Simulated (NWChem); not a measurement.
## Atomisation of ethane (C₂H₆)

```
C
H 1 1.1096
H 1 1.1096 2 107.16
H 1 1.1096 2 107.16 3 114.74
C 1 1.5281 2 111.69 3 -122.63
H 5 1.1096 1 111.69 2 -60.00
H 5 1.1096 6 107.16 1 122.63
H 5 1.1096 6 107.16 7 114.74
```
Charge 0, spin multiplicity 1.

Everything below was run with NWChem. Structure: optimised with PBE/def2-SVP, a minimum by its harmonic frequencies.

Basis set: def2-TZVP. The atomisation energy is electronic alone: no zero-point, thermal, spin-orbit or counterpoise terms. No value is extrapolated to the basis-set limit. Free atoms are single determinants with multiplicities C 3, H 2. Correlated methods freeze the same cores in atoms and molecule, 2 orbitals in all.

Costs are rough ratios of processor time within this set of runs, SCF included, with LDA (SVWN5) as 1. Costs are the molecule's.

B3LYP has NWChem's definition, with VWN1-RPA local correlation. GW and range-separated runs recompute their integrals, the others keep them in memory, which bears on the times. The stability of the SCF solutions was not checked. Open-shell Hartree-Fock references start from PBE0 orbitals; any time given for them includes that run. No row is a measurement; the coupled-cluster row has its own basis-set and correlation limits.

```tsv
method	atomisation energy (kcal/mol)	relative cost
LDA (SVWN5)	792.8	1
HF	548.3	under 3
B3LYP	…	under 3
PBE0	710.4	under 3
M06-2X	708.6	under 3
PBE	716.0	under 3
TPSS	717.2	under 3
MP2	687.3	under 3
LC-wPBE (omega 0.3 per bohr)	…	9
CCSD(T)	…	20
```

### Question
Some entries are withheld; supply them.

### Answer

- B3LYP, atomisation energy (kcal/mol): 709.7
- LC-wPBE (omega 0.3 per bohr), atomisation energy (kcal/mol): 711.9
- CCSD(T), atomisation energy (kcal/mol): 688.5
